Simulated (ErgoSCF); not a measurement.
# One shape, several levels: [BH2F2]− (SMILES F[BH2-]F)

Aim: a comparison of 6 runs (HF/STO-3G, HF/3-21G, HF/def2-SVP, HF/def2-SVPD, B3LYP/6-31G*, B3LYP/cc-pVDZ) of [BH2F2]−. 

The calculation is run with ErgoSCF 3.8.

1 further run of the same task is left out (set aside as unsound or not needed).

## 1. The molecule

[BH2F2]−: 5 atoms, total charge -1, spin state singlet. SMILES: `F[BH2-]F`. The coordinates come from a GFN2-xTB relaxation.

Bond lengths: F1–B2 1.425 Å, B2–F3 1.425 Å, B2–H4 1.225 Å, B2–H5 1.225 Å. Angles: F1–B2–F3 107.4°, F1–B2–H4 109.0°, F1–B2–H5 109.1°, F3–B2–H4 109.0°, F3–B2–H5 109.1°, H4–B2–H5 113.0°.

## 2. The energy at HF/STO-3G (run 1)

Input file ergo.in:

```
# BF2H2
set_nthreads("env")
scf.max_number_of_iterations = 120
scf.output_mulliken_pop = 1
basis = "STO-3G"
charge = -1
tmpdir = "."
scf.use_diagonalization = 1
molecule_inline Angstrom
F     -1.176970     0.624500     0.383180
B      0.033530     0.014270    -0.056090
F      0.407580    -0.947330     0.926670
H     -0.171950    -0.560090    -1.118950
H      0.907810     0.868650    -0.134810
EOF
run "HF"
```

The basis set STO-3G is read from a file made from the Basis Set Exchange's data (not shown).

On the command line:

```sh
$ ergo < ergo.in
```

The program printed:

```text
[...]
INSC SCF_general constructor, number of basis functions: 17
[...]
INSC Energy   1 =       -195.95937603767
[...]
INDE E_LUMO =          0.98261558765
[...]
INSC Energy  10 =       -221.55860940167  ( diff     -0.000000000003297 )
[...]
RESC CONVERGED after  10 iterations.
RESC FINAL ENERGY:       -221.55860940167
[...]
INSC SCF: dipole_moment_x [atomic units] =       0.15953222
INSC SCF: dipole_moment_y [atomic units] =       0.06740707
INSC SCF: dipole_moment_z [atomic units] =      -0.26936539
[...]
```

It took 0.68 s on 1 thread of Arm Neoverse V2, shared host; peak memory 0.26 GiB.

## 3. The energy at HF/3-21G (run 2)

Input file molecule.xyz:

```xyz
5
BF2H2
F     -1.176970     0.624500     0.383180
B      0.033530     0.014270    -0.056090
F      0.407580    -0.947330     0.926670
H     -0.171950    -0.560090    -1.118950
H      0.907810     0.868650    -0.134810
```

Input file run.inp:

```
set_nthreads(1)
molecule "molecule.xyz"
scf.output_mulliken_pop = 1
charge = -1
spin_polarization = 0
scf.use_diagonalization = 1
basis = "3-21G"
scf.max_number_of_iterations = 120
tmpdir = "."
run "HF"
```

The basis set 3-21G is read from a file made from the Basis Set Exchange's data (not shown).

On the command line:

```sh
$ ergo < run.inp
```

The program printed:

```text
[...]
INSC SCF_general constructor, number of basis functions: 31
[...]
INSC Energy   1 =       -145.97292931636
[...]
INDE E_LUMO =          0.56039610409
[...]
INSC Energy  13 =       -223.62640322743  ( diff      0.000000000000000 )
[...]
RESC CONVERGED after  13 iterations.
RESC FINAL ENERGY:       -223.62640322743
[...]
INSC SCF: dipole_moment_x [atomic units] =       0.24973918
INSC SCF: dipole_moment_y [atomic units] =       0.10549837
INSC SCF: dipole_moment_z [atomic units] =      -0.42196874
[...]
```

It took 0.88 s on 1 thread of Arm Neoverse V2, shared host; peak memory 0.26 GiB.

## 4. The energy at HF/def2-SVP (run 3)

Input file mol.xyz:

```xyz
5
BF2H2
F     -1.176970     0.624500     0.383180
B      0.033530     0.014270    -0.056090
F      0.407580    -0.947330     0.926670
H     -0.171950    -0.560090    -1.118950
H      0.907810     0.868650    -0.134810
```

Input file run.inp:

```
set_nthreads(1)
molecule "mol.xyz"
tmpdir = "."
scf.max_number_of_iterations = 120
scf.use_diagonalization = 1
charge = -1
scf.output_mulliken_pop = 1
basis = "def2-SVP"
run "HF"
```

The basis set def2-SVP is read from a file made from the Basis Set Exchange's data (not shown).

On the command line:

```sh
$ ergo run.inp
```

The program printed:

```text
[...]
INSC SCF_general constructor, number of basis functions: 52
[...]
INSC Energy   1 =        -94.77878435947
[...]
INDE E_LUMO =          0.47209891091
[...]
INSC Energy  16 =       -224.65289263118  ( diff     -0.000000000005343 )
[...]
RESC CONVERGED after  16 iterations.
RESC FINAL ENERGY:       -224.65289263118
[...]
INSC SCF: dipole_moment_x [atomic units] =       0.24784022
INSC SCF: dipole_moment_y [atomic units] =       0.10468358
INSC SCF: dipole_moment_z [atomic units] =      -0.41883743
[...]
```

Wall time 5.7 s (1 thread of Arm Neoverse V2, shared host); peak memory 0.26 GiB.

Runs 4 to 5 aren't shown in full; the table further down has their settings and results.

## 5. The energy at B3LYP/cc-pVDZ (run 6)

Input file job.ego:

```
# B3LYP-G on BF2H2
set_nthreads("env")
molecule_inline
F  -2.22415096 1.18013396 0.72410526
B  0.06336252 0.02696639 -0.10599474
F  0.77021457 -1.79019425 1.75115251
H  -0.32493841 -1.05841671 -2.11450905
H  1.71551227 1.64151060 -0.25475398
EOF
XC.angint = 41
scf.use_diagonalization = 1
scf.output_mulliken_pop = 1
tmpdir = "."
scf.max_number_of_iterations = 120
XC.sparse_mode = 0
charge = -1
XC.radint = 1e-11
basis = "cc-pVDZ"
run "B3LYP-G"
```

The basis set cc-pVDZ is read from a file made from the Basis Set Exchange's data (not shown).

On the command line:

```sh
$ ergo < job.ego
```

The program printed:

```text
[...]
INDF Weighted mixed functional:
[...]
INSC Energy   1 =        -96.48449647808
[...]
INDE E_LUMO =          0.34959265379
[...]
INSC Energy  21 =       -225.87089407513  ( diff     -0.000000000001535 )
[...]
RESC CONVERGED after  21 iterations.
RESC FINAL ENERGY:       -225.87089407513
[...]
INSC SCF: dipole_moment_x [atomic units] =       0.18475325
INSC SCF: dipole_moment_y [atomic units] =       0.07809370
INSC SCF: dipole_moment_z [atomic units] =      -0.31202995
[...]
```

Wall time 16 s (1 thread of Arm Neoverse V2, shared host); peak memory 0.26 GiB.

## 6. The series

| run | level | integration grid | radint | energy (Eh) | wall time |
| --- | --- | --- | --- | --- | --- |
| 1 | HF/STO-3G | – | – | -221.558609 | 0.68 s |
| 2 | HF/3-21G | – | – | -223.626403 | 0.88 s |
| 3 | HF/def2-SVP | – | – | -224.652893 | 5.7 s |
| 4 | HF/def2-SVPD | – | – | -224.672347 | 24 s |
| 5 | B3LYP/6-31G* (spherical functions) | Turbo | 1e-11 | -225.848168 | 8.4 s |
| 6 | B3LYP/cc-pVDZ | Turbo | 1e-11 | -225.870894 | 16 s |

## 7. Outcome

| quantity | value |
| --- | --- |
| run 6: total energy | -225.87089 Eh |

What this shows: In run 1 the basis is minimal, so the values are rough. All runs together took 55 s, the longest 24 s.
